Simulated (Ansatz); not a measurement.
# AlMgH₃ (singlet): the correlation ladder at distance Mg2–H5 = 4.714 Å, 6-31G

Aim: climb from Hartree-Fock through coupled cluster and multireference methods for AlMgH₃ (singlet) at one geometry and basis, and see what each rung misses.

Method: 6-31G, core rule «outside noble gas», up to 10 orbitals frozen; program: Ansatz 0.2.0, Gaussian basis.

Plan: UHF; CCSD(T) on RHF; CCSD(T) on UHF; BCCD(T) on RHF; CISD; CCSDT(Q) on RHF; CCSDT(Q) on UHF; CCSDTQ on RHF; CASSCF and MRCISD+Q, 2 electrons in 2 orbitals; CASSCF and NEVPT2, 2 electrons in 2 orbitals; CASSCF and MRCISD+Q, 8 electrons in 11 orbitals; CASSCF and NEVPT2, 8 electrons in 11 orbitals; Full CI.

28 further runs of the same task are left out: 1 for a known fault of the program, 17 that didn't finish, 10 set aside as unsound or not needed. Runs told in other sessions of the task aren't counted.

## 1. The geometry

The geometry derives from a PBE0/def2-TZVP stationary point (not a proven minimum). One bond is set to the value named and the two fragments are kept rigid.

5 atoms, charge 0, spin multiplicity 1.

Atoms are counted from 1 here; the program's logs count them from 0.

Bond lengths: Al1–H3 1.602 Å, Al1–H4 1.602 Å. Angles: H3–Al1–H4 113.1°.

Coordinates:

```mol
AlH3Mg
  3D, bonds by distance, orders not assigned

  5  2  0  0  0  0  0  0  0  0999 V2000
    0.0000    0.0000    1.3322 Al  0  0
    0.0000    0.0000   -1.4087 Mg  0  0
    0.0000    1.3369    2.2150 H   0  0
    0.0000   -1.3369    2.2150 H   0  0
    0.0000    0.0000   -6.1227 H   0  0
  1  3  8  0
  1  4  8  0
M  END
```

## 2. UHF

The input, in.yaml:

```yaml
crystal:
  periodic: [false, false, false]
  atoms:
    - {symbol: Al, position_ang: [0.000000, 0.000000, 1.332225]}
    - {symbol: Mg, position_ang: [0.000000, 0.000000, -1.408737]}
    - {symbol: H, position_ang: [0.000000, 1.336907, 2.215014]}
    - {symbol: H, position_ang: [0.000000, -1.336907, 2.215014]}
    - {symbol: H, position_ang: [0.000000, 0.000000, -6.122737]}
basis:
  gaussian: {orbitals: 6-31G}
magnetization: {spin_polarized: true, initial_magnetization: 0}
hamiltonian: {xc: hf}
output: {orbitals: {seedname: orbitals}}
```

Run with:

```bash
> ansatz run in.yaml --threads 1 --pin off --events-out ev --progress --plain --max-ram 2393MiB
```

After this run come: CCSD(T) on RHF; CCSD(T) on UHF; BCCD(T) on RHF; CISD; CCSDT(Q) on RHF; CCSDT(Q) on UHF; CCSDTQ on RHF; CASSCF and MRCISD+Q, 2 electrons in 2 orbitals; CASSCF and NEVPT2, 2 electrons in 2 orbitals; CASSCF and MRCISD+Q, 8 electrons in 11 orbitals; CASSCF and NEVPT2, 8 electrons in 11 orbitals; Full CI.

Before running them: what should the planned runs give, taken together? Wanted: FCI from the RHF energy; RMP2 from FCI; UMP2 from FCI; RCCSD from FCI; RCCSD(T) from FCI; UCCSD(T) from FCI; RCCSDT(Q) from FCI; UCCSDT(Q) from FCI; NEVPT2 pair from FCI.

As calculated:

```
                         quantity                                                                                                              value
          FCI from the RHF energy                                                                                                         -4.7433 eV
                    RMP2 from FCI                                                                                                      +212.1 kJ/mol
                    UMP2 from FCI                                                                                                       +64.1 kJ/mol
                   RCCSD from FCI                                                                                                       +22.2 kJ/mol
                RCCSD(T) from FCI                                                                                                       -10.9 kJ/mol
                UCCSD(T) from FCI                                                                                                        +3.4 kJ/mol
               RCCSDT(Q) from FCI                                                                                                        -0.4 kJ/mol
               UCCSDT(Q) from FCI                                                                                                        +0.7 kJ/mol
             NEVPT2 pair from FCI                                                                                                       +63.8 kJ/mol
           MRCISD+Q pair from FCI                                                                                                        +0.1 kJ/mol
          NEVPT2 valence from FCI                                                                                                       +13.4 kJ/mol
levels within 1 kcal/mol (43 meV)  UCCSD(T), BCCD(T), RCCSDT, UCCSDT, RCCSDT(Q), UCCSDT(Q), RCCSDTQ, MRCISD+Q pair, MRCISD valence, MRCISD+Q valence
                    T1 diagnostic                                                                                                              0.135
   effectively unpaired electrons                                                                                                               1.94
```

What this shows: RCCSD(T) misses by -10.9 kJ/mol, 2.4 % of the correlation energy. CCSD(T) misses by -10.9 kJ/mol on the restricted determinant and by +3.4 kJ/mol on the unrestricted one; the two need not hold the same state or core. RCCSD(T), RCCSDT(Q) fall below full CI, which methods that aren't variational can do. With 1.9 effectively unpaired electrons against 0 the state is strongly multireference. Coupled cluster on one determinant still stays close here. Of the multireference levels listed MRCISD+Q pair comes nearest in total energy (+0.1 kJ/mol), which doesn't show that its space is the better one. These misses are within one basis, not against nature.
